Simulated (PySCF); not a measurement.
# Which determinant of P₂ lies lowest?

Unrestricted PBE0; basis P def2-TZVPP; no relativity; PySCF 2.14. Outer shells of the fragments: P 3s2 3p3; P 3s2 3p3.

Followed along the bond (rough minima from three points):

```csv
2Ms+1,unpaired,⟨S²⟩ at the start,R at minimum (Å),Te (eV)
1,none,0.23,1.88,0.00
3,π ↑↑,2.01,2.06,2.33
5,π ↑↑↑↑,6.02,none in the scan,≤ 3.44
```

Solutions found at the starting distance of 2.130 Å, counted from the lowest of them; the search is not exhaustive and high or unbound solutions are not listed, so other states can lie among these:

```tsv
2Ms+1	unpaired	term	E (eV)	⟨S²⟩	⟨Lz²⟩
1	none	¹Σ⁺	0.00	0.23	0.00
3	π ↑↑	mixed	1.53	2.01	2.02
3	π ↑↑	mixed	2.17	2.01	2.01
1	π ↑↓	mixed	2.30	1.01	2.02
3	σ ↑, π ↑	³Π	2.74	2.02	1.01
5	π ↑↑↑↑	⁵Σ⁺	2.87	6.02	0.00
```

A term symbol is given only where ⟨S²⟩ and ⟨Lz²⟩ are close to those of a pure state; real π, δ and φ orbitals otherwise mix terms, and g/u labels are left off.

Q: Compare the gap between the two lowest followed solutions at the starting distance with the gap between their minima.

A: At PBE0 the second solution (triplet, unpaired electrons π ↑↑) lies +1.53 eV from the first (singlet, closed shell) at 2.130 Å and +2.33 eV at the minima; the two curves relax by different amounts, since their minima lie near 2.06 and 1.88 Å.

The measured ground state is X ¹Σg+ (Huber and Herzberg, Constants of Diatomic Molecules (1979)).

Counting both spins, an empty level lies below a filled one in some of these solutions, because spin and occupation are held.
